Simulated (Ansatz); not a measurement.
Relaxed structures of C2H5Si (charge -1), singlet (PBE0-D4/def2-TZVPD; forces vanish, vibrations not checked; lower isomers may exist, and structures with a doubtful reference or unclear bonds are left out; Å). Ansatz 0.2.0; basis: def2-TZVPPD; cores frozen in the correlated methods.

(1) Rank them by CCSD(T) energy, lowest first, and give each one's height above the lowest. Links in brackets join atoms within 1.22 times the sum of their covalent radii (1.1 for two metals). (Judge from chemistry; the value comes from the calculation.)
A.
C₂H₅Si ([CH][CH][SiH3]), total charge -1
```
8
angstrom
C -1.5758 0.1439 -0.8132
Si 0.6254 -0.6122 0.6789
C -0.3118 0.4868 -0.4548
H -1.9882 0.9209 -1.5005
H 0.2225 1.3986 -0.7954
H 1.0949 0.0477 1.9596
H 1.9342 -1.1334 0.1208
H -0.1418 -1.8205 1.1047
```
B.
C₂H₅Si ([CH2][Si][CH3]), total charge -1
```
8
angstrom
C -1.6537 0.1763 -0.8156
Si -0.0189 0.7467 -0.5249
C 0.6761 -0.6053 0.7063
H -2.3413 0.7106 -1.4745
H -2.0919 -0.7256 -0.3741
H 0.9882 -0.1417 1.6512
H 1.5705 -1.0851 0.2881
H -0.0645 -1.3845 0.9295
```
C.
C₂H₅Si ([CH3][CH][SiH]), total charge -1
```
8
angstrom
C -0.1702 0.3288 -0.2889
Si -1.8163 -0.0396 -0.8050
C 0.6422 -0.5329 0.6357
H -2.0451 1.2054 -1.7090
H 0.3563 1.2271 -0.6249
H 0.9462 -0.0112 1.5590
H 1.5774 -0.8977 0.1781
H 0.0723 -1.4193 0.9443
```

The T1 diagnostic stays at or below 0.018. The restricted Hartree–Fock reference is unstable towards an unrestricted one at one or more of these structures.

Answers

(1) The calculation gives: B (0.000 eV), C (0.316 eV), A (1.392 eV). Heights count from the lowest.

For scale, one of the runs: CCSD(T)/def2-TZVPPD, 207 basis functions, launched by `ansatz run in.yaml --threads 2 --pin off --events-out ev --progress --plain --max-ram 4352MiB`. Time: 66 s of wall clock on 2 CPU threads of an Arm Neoverse V2; the host was shared. Peak host memory: 2.6 GiB.
